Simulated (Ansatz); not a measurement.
Rock-salt HfN, relaxed in Ansatz (plane waves) with several semilocal functionals. Each gives its own volume and its own zone-centre TO phonon frequency:

```tsv
level	V0 (Å³/atom)	TO(Γ) frequency (cm⁻¹)	ln V0	ln ω_TO
LDA	11.148	515.1	2.4113	6.2444
r²SCAN	11.584	492.0	2.4496	6.1985
PBE	11.755	478.5	2.4643	6.1707
```

**Question.** Fit a straight line to ln ω_TO against ln V0. What does it predict for PBEsol, whose volume is 11.400 Å³/atom?

**Answer.** With x = ln V0 and y = ln ω_TO: means 2.44173 and 6.20453; Σ(Δx Δy) = -0.002024, Σ(Δx²) = 0.001497, so the slope is -1.35. At x = 2.4336 the line gives y = 6.20453 + (-1.35) × (2.4336 − 2.44173) = 6.2155, or 500.4 cm⁻¹. The run with PBEsol gives 502.2 cm⁻¹, +0.4 % from the line. The rows used scatter about it by up to 0.5 %, while the largest value lies 8 % above the smallest.

Ansatz's density-functional and Hartree–Fock values are scalar-relativistic unless marked +SOC, with PAW data made under PBE.

Ansatz is a quantum-chemistry and plane-wave program.
